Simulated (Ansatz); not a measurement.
in.yaml

```yaml
crystal:
  periodic: [false, false, false]
  atoms:
    - {symbol: Zr, position_ang: [-0.025200, 0.000000, 0.000000]}
    - {symbol: H, position_ang: [1.140356, 0.000000, -1.586712]}
    - {symbol: H, position_ang: [1.140356, 0.000000, 1.586712]}
basis:
  gaussian: {orbitals: def2-SVP}
magnetization: {spin_polarized: true, initial_magnetization: 4}
correlation: {method: ccsdt_q, electrons: outside_noble_gas}
```

```sh
$ ansatz run in.yaml --threads 1 --pin off --events-out ev --progress --plain --max-ram 2393MiB
```

The program prints:

```
746 factors; integrals over basis functions are off by at most 1.8e-7 eV
mean field evaluation 1: about -1290.5699 eV, gradient 7.3e0 eV
mean field evaluation 2: about -1290.5787 eV, gradient 7.3e0 eV
mean field evaluation 4: about -1291.4612 eV, gradient 1.4e0 eV
mean field evaluation 8: about -1291.6191 eV, gradient 1.8e-1 eV
mean field evaluation 16: about -1291.6215 eV, gradient 8.4e-3 eV
mean field evaluation 32: about -1291.7502 eV, gradient 8.7e-1 eV
mean field evaluation 64: about -1292.0758 eV, gradient 2.6e-1 eV
mean field evaluation 96: about -1291.6215 eV, gradient 2.0e-5 eV
mean field evaluation 128: about -1290.4322 eV, gradient 1.7e-1 eV
mean field evaluation 160: about -1292.0743 eV, gradient 4.4e-1 eV
...
mean field -1292.09654560 eV, -47.4836722364 hartree, gradient 3.4e-6 eV, S^2 6.008838; 48 other end points of the search recorded, 0 dependent functions left out
determinant -1292.09654560 eV, -47.4836722364 hartree, with singles and doubles -1293.76470430 eV, -47.5449759379 hartree
determinant -1291.82282986 eV, -47.4736133683 hartree, with singles and doubles -1293.50695290 eV, -47.5355037486 hartree
determinant -1291.62151711 eV, -47.4662152614 hartree, with singles and doubles -1293.74418275 eV, -47.5442217847 hartree
determinant -1291.61720389 eV, -47.4660567532 hartree, with singles and doubles -1293.36425781 eV, -47.5302598007 hartree
determinant -1291.56622455 eV, -47.4641832970 hartree, with singles and doubles -1293.10324893 eV, -47.5206679013 hartree
determinant -1291.47411054 eV, -47.4607981698 hartree, with singles and doubles -1292.95744085 eV, -47.5153095533 hartree
determinant -1291.46638911 eV, -47.4605144125 hartree, with singles and doubles -1293.56242018 eV, -47.5375421335 hartree
determinant -1291.29290580 eV, -47.4541390183 hartree, with singles and doubles -1293.49272667 eV, -47.5349809444 hartree
determinant -1291.26720911 eV, -47.4531946826 hartree, with singles and doubles -1292.99252072 eV, -47.5165987145 hartree
determinant -1291.07726250 eV, -47.4462142734 hartree, with singles and doubles -1292.67926108 eV, -47.5050866351 hartree
determinant -1290.96072157 eV, -47.4419314732 hartree, with singles and doubles -1292.97792508 eV, -47.5160623346 hartree
determinant -1290.87654038 eV, -47.4388378714 hartree, with singles and doubles -1292.91238125 eV, -47.5136536436 hartree
determinant -1290.87060639 eV, -47.4386198011 hartree, with singles and doubles -1293.15655763 eV, -47.5226269600 hartree
determinant -1290.85055134 eV, -47.4378827918 hartree, with singles and doubles -1292.67518665 eV, -47.5049369026 hartree
determinant -1290.76636909 eV, -47.4347891511 hartree, with singles and doubles -1292.96130857 eV, -47.5154516893 hartree
determinant -1290.72163916 eV, -47.4331453565 hartree, with singles and doubles -1292.96827209 eV, -47.5157075940 hartree
determinant -1290.69228700 eV, -47.4320666847 hartree, with singles and doubles -1292.42643368 eV, -47.4957953996 hartree
determinant -1290.64771513 eV, -47.4304286984 hartree, with singles and doubles -1292.88700351 eV, -47.5127210289 hartree
determinant -1290.52989028 eV, -47.4260987151 hartree, with singles and doubles -1292.86602308 eV, -47.5119500123 hartree
determinant -1290.52787128 eV, -47.4260245184 hartree, with singles and doubles -1292.76886870 eV, -47.5083796544 hartree
determinant -1290.43006550 eV, -47.4224302221 hartree, with singles and doubles -1292.64639546 eV, -47.5038788460 hartree
determinant -1290.26272636 eV, -47.4162806222 hartree, with singles and doubles -1291.90010949 eV, -47.4764533423 hartree
determinant -1290.11230458 eV, -47.4107527237 hartree, with singles and doubles -1291.64801414 eV, -47.4671890094 hartree
determinant -1289.87315792 eV, -47.4019642461 hartree, with singles and doubles -1291.44787811 eV, -47.4598341458 hartree
determinant -1289.65922826 eV, -47.3941024760 hartree, with singles and doubles -1291.25544503 eV, -47.4527623604 hartree
determinant -1292.09654560 eV, -47.4836722364 hartree, with singles and doubles -1293.77546715 eV, -47.5453714651 hartree
determinant -1291.82282986 eV, -47.4736133683 hartree, with singles and doubles -1293.53161052 eV, -47.5364098995 hartree
determinant -1291.62151711 eV, -47.4662152614 hartree, with singles and doubles -1293.76995396 eV, -47.5451688593 hartree
determinant -1291.61720389 eV, -47.4660567532 hartree, with singles and doubles -1293.41249621 eV, -47.5320325292 hartree
determinant -1291.46638911 eV, -47.4605144125 hartree, with singles and doubles -1293.58574033 eV, -47.5383991332 hartree
determinant -1291.29290580 eV, -47.4541390183 hartree, with singles and doubles -1293.51759865 eV, -47.5358949728 hartree
4 core orbitals not correlated: weight in the atoms' cores, before any rotation towards them, 0.997 or more for the frozen orbitals, at most 0.002 for the correlated occupied ones
reference -1292.09654560 eV, -47.4836722364 hartree; 5, 1 occupied and 32, 36 virtual orbitals, 746 factors
second order -1.22881841 eV of doubles, -0.00000000 eV of singles
...
cycle  39  -1.78315028 eV  change    7.3e-8 eV  update   5.4e-6
cycle  40  -1.78315248 eV  change   -2.2e-6 eV  update   4.0e-6
cycle  41  -1.78315388 eV  change   -1.4e-6 eV  update   2.7e-6
cycle  42  -1.78315515 eV  change   -1.3e-6 eV  update   1.8e-6
cycle  43  -1.78315565 eV  change   -5.0e-7 eV  update   1.3e-6
cycle  44  -1.78315615 eV  change   -5.0e-7 eV  update   1.0e-6
cycle  45  -1.78315651 eV  change   -3.6e-7 eV  update   7.2e-7
cycle  46  -1.78315672 eV  change   -2.1e-7 eV  update   5.0e-7
cycle  47  -1.78315700 eV  change   -2.8e-7 eV  update   3.9e-7
cycle  48  -1.78315722 eV  change   -2.2e-7 eV  update   3.0e-7
perturbative correction -0.00885250 eV, -0.0003253233 hartree
Total energy: -1293.88855532 eV, -47.5495273790 hartree
```

The T1 diagnostic is 0.105.

Ran on 1 thread of Intel Xeon 6975P-C, shared host: 18 s wall, 0.17 GiB peak host memory.
